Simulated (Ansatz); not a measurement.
**SiHF (quintet): from Hartree-Fock to the top rungs, cc-pVDZ**

The task here is to estimate one member of a computed series from the others.

Computed with Ansatz 0.2.0, Gaussian basis. Level: cc-pVDZ, core rule «outside noble gas», up to 6 orbitals frozen.

The runs, in order: UHF; CCSD(T) on ROHF; CCSD(T) on UHF; BCCD(T) on ROHF; CISD; CCSDT(Q) on ROHF; CCSDT(Q) on UHF.

37 further runs of the same task are left out: 14 for a known fault of the program, 12 that didn't finish, 11 set aside as unsound or not needed.

## What is computed

The geometry is a PBE0/def2-TZVP stationary point (not a proven minimum) of the parent state, kept for this charge and spin.

3 atoms, charge 0, spin multiplicity 5.

Atoms are counted from 1 here; the program's logs count them from 0.

Bond lengths: Si1–F2 1.606 Å, Si1–H3 1.493 Å. Angles: F2–Si1–H3 114.0°.

As a file:

```
Si    0.0000   -0.0997    0.6144
F     0.0000    0.0845   -0.9811
H     0.0000    1.1857    1.3745
```

Set-up of the first run:

in.yaml reads:

```yaml
crystal:
  periodic: [false, false, false]
  atoms:
    - {symbol: Si, position_ang: [0.000000, -0.099697, 0.614355]}
    - {symbol: F, position_ang: [0.000000, 0.084478, -0.981128]}
    - {symbol: H, position_ang: [0.000000, 1.185681, 1.374490]}
basis:
  gaussian: {orbitals: cc-pVDZ}
magnetization: {spin_polarized: true, initial_magnetization: 4}
hamiltonian: {xc: hf}
output: {orbitals: {seedname: orbitals}}
```

Launch:

```
ansatz run in.yaml --threads 1 --pin off --events-out ev --progress --plain --max-ram 2393MiB
```

Among the steps run: UHF; CCSD(T) on ROHF; CCSD(T) on UHF; BCCD(T) on ROHF; CISD; CCSDT(Q) on ROHF; CCSDT(Q) on UHF.

One table of the session follows, with a row left open; its other results are not shown here.

```
   method  from UCCSDT(Q) (meV)
     ROHF               +7006.5
      UHF               +6937.4
     RMP2                +555.4
     UMP2                +555.4
     CISD                +608.4
    RCCSD                     ?
    UCCSD                +236.1
 RCCSD(T)                 +56.8
 UCCSD(T)                 +57.5
  BCCD(T)                 +53.5
   RCCSDT                 +21.4
   UCCSDT                 +21.4
RCCSDT(Q)                 +14.2
UCCSDT(Q)                     0
```

Estimate the missing values for RCCSD.

As computed: from UCCSDT(Q) (meV): +239.8. In the column «from UCCSDT(Q) (meV)» it lies between UCCSD (+236.1) and RMP2 (+555.4).

Caveats from the session: Restricted and unrestricted rows rest on different reference determinants; where their highest levels disagree by more than a few hundredths of an eV, they describe different states and don't form one ladder.
